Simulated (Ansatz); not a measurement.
**C2H5Al: ionisation energy by level of theory**

The task here is to estimate one member of a computed series from the others.

Method: unrestricted cation, the program's frozen cores in correlated methods; program: Ansatz 0.2.0, Gaussian basis.

The runs, in order: UKS PBE-D4/def2-TZVPP; UKS r2SCAN-D4/def2-TZVPP; UKS PBE0-D4/def2-TZVPP; UKS B3LYP-D4/def2-TZVPP; UKS wB97X-V/def2-TZVPP; UKS wB97M-V/def2-TZVPP; UKS B2PLYP/def2-TZVPP; UHF-CCSD(T)/def2-TZVPP; UHF-MP2/def2-QZVPP; extrapolation to the limit; then −ε(HOMO) from the neutral's earlier runs with LDA (SPW92), PBE-D4, revPBE-D4, BLYP-D4, r2SCAN-D4, B97M-V, PBE0-D4, B3LYP-D4, r2SCANh-D4, r2SCAN0-D4, HSE06-D4, BHLYP-D4, CAM-B3LYP-D4, LC-ωPBE, ωB97X-V, ωB97M-V.

**The relaxed structure**

All runs share one geometry, relaxed beforehand with PBE0-D4 in a triple-zeta def2 set.

8 atoms, charge 0, spin multiplicity 1.

Atoms are counted from 1 here; the program's logs count them from 0.

Bond lengths: C1–C2 1.585 Å, C1–Al3 1.905 Å, C1–H4 1.089 Å, C1–H5 1.089 Å, C2–Al3 1.905 Å, C2–H6 1.089 Å, C2–H7 1.089 Å, Al3–H8 1.574 Å. Angles: C2–C1–Al3 65.4°, C2–C1–H4 114.8°, C2–C1–H5 114.7°, Al3–C1–H4 122.1°, Al3–C1–H5 122.0°, H4–C1–H5 110.0°, C1–C2–Al3 65.4°, C1–C2–H6 114.7°, C1–C2–H7 114.7°, Al3–C2–H6 122.1°, Al3–C2–H7 122.1°, H6–C2–H7 110.0°, C1–Al3–C2 49.1°, C1–Al3–H8 155.4°, C2–Al3–H8 155.4°.

Coordinates:

```
C    -0.72048    0.21495   -0.47152
C     0.76237    0.47907    0.02070
Al   -0.01826   -1.12750    0.68387
H    -0.82388    0.05898   -1.54418
H    -1.45091    0.94672   -0.13006
H     0.88491    1.36317    0.64436
H     1.51223    0.47411   -0.76880
H    -0.05398   -2.46660    1.50982
```

Set-up of the first run:

in.yaml reads:

```yaml
crystal:
  periodic: [false, false, false]
  atoms:
    - {symbol: C, position_ang: [-0.720477, 0.214947, -0.471521]}
    - {symbol: C, position_ang: [0.762368, 0.479068, 0.020700]}
    - {symbol: Al, position_ang: [-0.018256, -1.127499, 0.683874]}
    - {symbol: H, position_ang: [-0.823882, 0.058983, -1.544175]}
    - {symbol: H, position_ang: [-1.450912, 0.946724, -0.130058]}
    - {symbol: H, position_ang: [0.884912, 1.363170, 0.644356]}
    - {symbol: H, position_ang: [1.512230, 0.474108, -0.768801]}
    - {symbol: H, position_ang: [-0.053984, -2.466603, 1.509824]}
basis:
  gaussian: {orbitals: def2-TZVPP}
total_charge: 1
magnetization: {spin_polarized: true, initial_magnetization: 1}
hamiltonian: {xc: pbe, dispersion: d4}
```

Command:

```
$ ansatz run in.yaml --threads 2 --pin off --events-out ev --progress --plain --max-ram 4352MiB
```

Among the steps run: Cation, UKS PBE-D4/def2-TZVPP; Cation, UKS r2SCAN-D4/def2-TZVPP; Cation, UKS PBE0-D4/def2-TZVPP; Cation, UKS B3LYP-D4/def2-TZVPP; Cation, UKS wB97X-V/def2-TZVPP; Cation, UKS wB97M-V/def2-TZVPP; Cation, UKS B2PLYP (frozen core)/def2-TZVPP; Cation, UHF-CCSD(T)/def2-TZVPP; Cation, UHF-MP2/def2-QZVPP.

One table of the session follows, with a row left open; its other results are not shown here.

For comparison, −ε(HOMO) of the neutral from earlier runs:

```
  functional  −ε(HOMO) (eV)
 LDA (SPW92)           4.87
      PBE-D4           4.75
   revPBE-D4           4.70
     BLYP-D4           4.62
   r2SCAN-D4           4.92
      B97M-V              ?
     PBE0-D4           5.83
    B3LYP-D4           5.64
  r2SCANh-D4           5.33
  r2SCAN0-D4           5.94
    HSE06-D4           5.43
    BHLYP-D4           6.82
CAM-B3LYP-D4           7.14
     LC-ωPBE           8.47
     ωB97X-V           8.12
     ωB97M-V           7.98
```

**Question.** Estimate the row for B97M-V.

As computed: −ε(HOMO) (eV): 4.96. In the column «−ε(HOMO) (eV)» it lies between r2SCAN-D4 (4.92) and r2SCANh-D4 (5.33).
